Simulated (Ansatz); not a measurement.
Input file for CH7NSi (`CN[SiH3]`):

```yaml
crystal:
  periodic: [false, false, false]
  atoms:
    - {symbol: C, position_ang: [-1.074194, 0.550868, -0.686812]}
    - {symbol: N, position_ang: [0.328959, 0.241420, -0.516025]}
    - {symbol: Si, position_ang: [0.929409, -0.683071, 0.798775]}
    - {symbol: H, position_ang: [-1.308118, 0.733092, -1.739518]}
    - {symbol: H, position_ang: [-1.677622, -0.304007, -0.369392]}
    - {symbol: H, position_ang: [-1.409287, 1.422082, -0.108171]}
    - {symbol: H, position_ang: [0.946047, 0.922943, -0.927502]}
    - {symbol: H, position_ang: [0.210772, -1.985730, 0.830713]}
    - {symbol: H, position_ang: [0.753116, -0.063800, 2.148998]}
    - {symbol: H, position_ang: [2.383918, -0.885001, 0.571833]}
basis:
  gaussian: {orbitals: def2-TZVPP}
correlation: {method: ccsd_t}
output: {orbitals: {seedname: orbitals}}
```

```sh
$ ansatz run in.yaml --threads 2 --pin off --events-out ev --progress --plain
```

Output of Ansatz, abridged:

```
Functional definition: HF
1149 factors; integrals over basis functions are off by at most 9.5e-4 eV
mean field evaluation 1: about -10483.9189 eV, gradient 3.3e1 eV
mean field evaluation 2: about -10484.0774 eV, gradient 3.4e1 eV
mean field evaluation 4: about -10486.8298 eV, gradient 3.6e0 eV
mean field evaluation 8: about -10486.8741 eV, gradient 1.7e-1 eV
mean field -10486.87425299 eV, -385.3855205385 hartree, gradient 1.9e-6 eV, S^2 0.000000; 0 other end points of the search recorded, 0 dependent functions left out
7 core orbitals not correlated: weight in the atoms' cores, before any rotation towards them, 1.000 or more for the frozen orbitals, at most 0.000 for the correlated occupied ones
reference -10486.87425299 eV, -385.3855205385 hartree; 10, 10 occupied and 185, 185 virtual orbitals, 1149 factors
second order -14.24283966 eV of doubles, -0.00000000 eV of singles
cycle   1  -14.93157534 eV  change   -6.9e-1 eV  update   7.7e-2
cycle   2  -15.34229636 eV  change   -4.1e-1 eV  update   2.3e-2
cycle   3  -15.39407404 eV  change   -5.2e-2 eV  update   8.8e-3
cycle   4  -15.38971704 eV  change    4.4e-3 eV  update   2.2e-3
cycle   5  -15.38997964 eV  change   -2.6e-4 eV  update   9.1e-4
cycle   6  -15.38992544 eV  change    5.4e-5 eV  update   2.6e-4
cycle   7  -15.38984681 eV  change    7.9e-5 eV  update   9.1e-5
cycle   8  -15.38985983 eV  change   -1.3e-5 eV  update   3.7e-5
cycle   9  -15.38985973 eV  change    1.1e-7 eV  update   1.3e-5
perturbative correction -0.53457816 eV, -0.0196453851 hartree
Total energy: -10502.79869088 eV, -385.9707328370 hartree
```

Run time 53 s (2 threads of a server CPU on a shared host); peak host memory 2.5 GiB.

The correlation energy is -15.924 eV, 3.4 % of it from (T); the T1 diagnostic reads 0.0097.
